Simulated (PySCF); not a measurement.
Molecule: C4H3S, net charge -1, singlet state. It need not be the lowest isomer of its formula. Whether it binds its extra electron was not tested at this geometry. 
Coordinates optimised at B3LYP-D3(BJ)/def2-TZVP (Ansatz):
```
C
C 1 1.3693
H 2 1.0815 1 127.78
H 1 1.0874 2 123.03 3 0.00
C 1 1.4331 4 124.10 2 -180.00
H 5 1.0892 1 120.64 4 0.00
C 5 1.3916 6 121.56 1 180.00
S 2 1.7424 3 124.37 1 -180.00
```
Charge -1, spin multiplicity 1.

Dispersion corrections to the total energy (kcal/mol) from the dftd3 and dftd4 libraries through PySCF: D3(BJ) without and D4 with the three-body term, each with the damping fitted for the functional named.

```json
[
 {"functional": "B2PLYP", "D3(BJ)": "-4.11", "D4": "-3.97"},
 {"functional": "revPBE", "D3(BJ)": "-12.44", "D4": "-19.04"},
 {"functional": "LC-wPBE", "D3(BJ)": "-4.61", "D4": "___"},
 {"functional": "B3LYP", "D3(BJ)": "-8.76", "D4": "___"},
 {"functional": "PBE0", "D3(BJ)": "-4.19", "D4": "-4.77"},
 {"functional": "HF", "D3(BJ)": "___", "D4": "-22.20"},
 {"functional": "CAM-B3LYP", "D3(BJ)": "-3.82", "D4": "-4.79"}
]
```

**Question.** Some entries are withheld; supply them.

**Answer.** 
- LC-wPBE, D4: -6.41
- B3LYP, D4: -9.36
- HF, D3(BJ): -43.53
